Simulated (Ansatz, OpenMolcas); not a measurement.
BH3S (SMILES BS): methods side by side

BH3S: 5 atoms, total charge 0, spin state singlet. SMILES: `BS`. Geometry: relaxed at PBE0-D4/def2-TZVP.

```xyz
5

B    -0.3921   -0.4210    0.0881
S     0.1617    1.2369   -0.1543
H    -1.5629   -0.5564    0.2642
H     0.3671   -1.3376    0.0742
H     1.4761    1.0044   -0.3136
```

Each level gives the energy change with the B1–S2 bond stretched from 1.765 to 2.647 Å (eV). The values are calculated.

| level | kind | program | value (eV) | less FCI/STO-3G |
| --- | --- | --- | --- | --- |
| SVWN5/STO-3G (restricted) | LDA | Ansatz | 4.67 | +0.48 |
| PBE/STO-3G (restricted) | GGA | Ansatz | 4.36 | +0.17 |
| revPBE/STO-3G (restricted) | GGA | Ansatz | 4.25 | +0.06 |
| B3LYP/STO-3G (restricted) | global hybrid | OpenMolcas | 4.42 | +0.23 |
| r2SCAN0/STO-3G (restricted) | hybrid meta-GGA | Ansatz | 4.80 | +0.61 |
| HSE06/STO-3G (restricted) | range-separated hybrid | Ansatz | 4.71 | +0.52 |
| wB97M-V/STO-3G (restricted) | range-separated hybrid | Ansatz | 4.78 | +0.59 |
| CCSD(T)/STO-3G (restricted) | coupled cluster or CI | Ansatz | 4.23 | +0.04 |
| FCI/STO-3G | exact in the basis | Ansatz | 4.19 | 0.00 |

FCI/STO-3G is exact within its basis and frozen core, so for wave-function methods in that basis the difference is their error; functionals converge differently with the basis, so for them it is only a difference. The first shape isn't each level's own minimum. The values span 4.19 to 4.80 eV. All rows use very small basis sets, so none should be taken for the real molecule's value.
